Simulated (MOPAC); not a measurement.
MOPAC input (MNDO):

```
MNDO 1SCF UHF MS=0.5 GEO-OK AUX(PRECISION=9) THREADS=1
Cl3Si

Si    0.31425610 1    0.31069420 1    0.31162611 1
Cl   -0.87062198 1   -0.88173458 1    1.49949506 1
Cl    1.49211569 1   -0.87627774 1   -0.88862368 1
Cl   -0.88029285 1    1.50214651 1   -0.86750464 1
```

Problem. What heat of formation does the run end on, and which ionisation energy by Koopmans theorem?

Solution. -89.50 kcal/mol; 10.30 eV.
